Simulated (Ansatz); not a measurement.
This Ansatz (a program for electronic structure) input (PBE/6-311G**) gives -100.36943 Eh with 24 basis functions. A basis named .json is the Basis Set Exchange file of that set (core-valence sets with the plain set on hydrogen).

Ansatz 0.2 input:
```yaml
crystal:
  periodic: [false, false, false]
  atoms:
    - {symbol: F, position_ang: [1.32373600, -0.09022600, -0.00000700]}
    - {symbol: H, position_ang: [1.74043700, 0.73339000, 0.00001300]}
basis:
  gaussian:
    orbitals: 6-311G__.json
hamiltonian:
  xc: {name: PBE}
magnetization: {spin_polarized: false}
```

Change:
```diff
- orbitals: 6-311G__.json
+ orbitals: cc-pVTZ
```

**Question.** What does the run give now?

**Answer.** -100.38376 Eh (PBE/cc-pVTZ, 44 functions), a change of -14.33 mEh.
